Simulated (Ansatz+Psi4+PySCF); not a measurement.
Values are calculated unless marked as measured or tabulated.
Input for Ansatz (development build ahead of 0.2.0):

```yaml
crystal:
  periodic: [false, false, false]
  atoms:
    - { symbol: C, position_ang: [0.67627, 0.01193, -0.06052] }
    - { symbol: O, position_ang: [-0.65868, -0.13968, 0.00753] }
    - { symbol: H, position_ang: [-1.06798, 0.73005, -0.08014] }
    - { symbol: H, position_ang: [1.11571, 0.94781, 0.21617] }
    - { symbol: H, position_ang: [1.2448, -0.8698, 0.11591] }
basis:
  gaussian: { orbitals: cc-pVTZ }
magnetization:
  spin_polarized: true
  initial_magnetization: 1
hamiltonian:
  xc: hf
correlation:
  method: mp2
  frozen_orbitals: { C: 1, H: 0, O: 1 }
scf:
  omitted_lower_state_checks: [stability, starts, atomic_configurations, cluster_reference, orbital_swaps, given_window_search, neighbouring_geometries, increment]
```

The input is written out in the form of the current development build from the run's settings.

Output:

```
Converged                       : yes
Reference energy                : -114.46230 hartree
Correlation energy              : -0.39266 hartree
Total energy                    : -114.85497 hartree
Spin squared of the determinant : 0.761
```
